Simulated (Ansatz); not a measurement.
# CH6N: the cost of one run

Method: RKS PBE/def2-SVPD, in Ansatz 0.2.0.

1 further run of the same task is left out (it didn't finish).

## (1) Starting point

Bond lengths: C1–N2 1.485 Å, C1–H3 1.088 Å, C1–H4 1.088 Å, C1–H5 1.088 Å, N2–H6 1.029 Å, N2–H7 1.029 Å, N2–H8 1.029 Å. Angles: C1–N2–H6 110.5°, C1–N2–H7 110.5°, C1–N2–H8 110.4°, H6–N2–H7 108.4°, H6–N2–H8 108.4°, H7–N2–H8 108.5°, N2–C1–H3 110.0°, N2–C1–H4 110.0°, N2–C1–H5 110.1°, H3–C1–H4 108.9°, H3–C1–H5 108.9°, H4–C1–H5 108.9°.

As a file:

```xyz
8

C    -0.2187    0.2847   -0.6446
N     0.2218   -0.2883    0.6529
H    -0.0438   -0.4295   -1.4462
H    -1.2805    0.5193   -0.6069
H     0.3362    1.1956   -0.8580
H     0.0630    0.3836    1.4159
H     1.2247   -0.5166    0.6246
H    -0.3027   -1.1487    0.8623
```

## (2) Relaxing end A

input.yaml

```yaml
crystal:
  periodic: [false, false, false]
  atoms:
    - { symbol: C, position_ang: [-0.21871, 0.28466, -0.64458] }
    - { symbol: "N", position_ang: [0.2218, -0.28835, 0.65287] }
    - { symbol: H, position_ang: [-0.04382, -0.42954, -1.44624] }
    - { symbol: H, position_ang: [-1.28046, 0.51931, -0.60694] }
    - { symbol: H, position_ang: [0.33615, 1.19561, -0.85801] }
    - { symbol: H, position_ang: [0.06299, 0.38364, 1.41594] }
    - { symbol: H, position_ang: [1.22472, -0.5166, 0.62464] }
    - { symbol: H, position_ang: [-0.30266, -1.14873, 0.86232] }
total_charge: 1
basis:
  gaussian: { orbitals: def2-SVPD }
hamiltonian:
  xc: pbe
relax:
  f_tol: 0.015
  max_steps: 40
```

On the command line:

```sh
$ ansatz run input.yaml --threads 1 --pin off --max-ram 2048MiB --backend cpu --events-out ev --progress --plain --runs-dir out
```

Q: Estimate wall time and peak memory on 1 thread of Arm Neoverse V2, shared host.

About 7.1 s, with a peak of 0.13 GiB.
